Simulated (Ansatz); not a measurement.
**AlCO (quartet): wave-function methods side by side at a displaced geometry (v2), cc-pVDZ**

How much of the correlation energy of AlCO (quartet) does each wave-function method recover here?

The runs use Ansatz 0.2.0, Gaussian basis; cc-pVDZ, core rule «outside noble gas», up to 7 orbitals frozen.

To be run: UHF; CCSD(T) on ROHF; CCSD(T) on UHF; BCCD(T) on ROHF; CISD; CCSDT(Q) on ROHF; CCSDT(Q) on UHF.

28 further runs of the same task are left out: 2 for a known fault of the program, 8 that didn't finish, 18 set aside as unsound or not needed.

## (1) What is computed

The geometry is a PBE0/def2-TZVP stationary point (not a proven minimum) with its atoms shifted at random (size 0.100 Å).

3 atoms, charge 0, spin multiplicity 4.

Atoms are counted from 1 here; the program's logs count them from 0.

Bond lengths: Al1–C2 1.842 Å, C2–O3 1.170 Å. Angles: Al1–C2–O3 170.9°.

Coordinates:

```
Al    0.0844    0.0052    1.6122
C    -0.0805    0.0136   -0.2228
O    -0.0039   -0.0188   -1.3894
```

## (2) UHF

File in.yaml:

```yaml
crystal:
  periodic: [false, false, false]
  atoms:
    - {symbol: Al, position_ang: [0.084376, 0.005225, 1.612198]}
    - {symbol: C, position_ang: [-0.080498, 0.013599, -0.222809]}
    - {symbol: O, position_ang: [-0.003878, -0.018825, -1.389389]}
basis:
  gaussian: {orbitals: cc-pVDZ}
magnetization: {spin_polarized: true, initial_magnetization: 3}
hamiltonian: {xc: hf}
output: {orbitals: {seedname: orbitals}}
```

Command:

```sh
ansatz run in.yaml --threads 1 --pin off --events-out ev --progress --plain --max-ram 2393MiB
```

The runs that follow: CCSD(T) on ROHF; CCSD(T) on UHF; BCCD(T) on ROHF; CISD; CCSDT(Q) on ROHF; CCSDT(Q) on UHF.

Before running them: what should the planned runs give, taken together? Wanted: UCCSDT(Q) below the RHF energy; RMP2 from UCCSDT(Q); UMP2 from UCCSDT(Q); RCCSD from UCCSDT(Q); RCCSD(T) from UCCSDT(Q); UCCSD(T) from UCCSDT(Q); RCCSDT(Q) from UCCSDT(Q); T1 diagnostic.

As calculated:

```
                         quantity       value
   UCCSDT(Q) below the RHF energy  -9.6791 eV
              RMP2 from UCCSDT(Q)  +691.0 meV
              UMP2 from UCCSDT(Q)  +749.1 meV
             RCCSD from UCCSDT(Q)  +476.8 meV
          RCCSD(T) from UCCSDT(Q)   +72.8 meV
          UCCSD(T) from UCCSDT(Q)   +77.6 meV
         RCCSDT(Q) from UCCSDT(Q)    +6.2 meV
levels within 1 kcal/mol (43 meV)   RCCSDT(Q)
                    T1 diagnostic       0.028
```

In words: RCCSD(T) misses by +72.8 meV, 0.8 % of the correlation energy. These misses are within one basis, not against nature; the frozen cores of restricted and unrestricted runs differ, which can shift their rows.
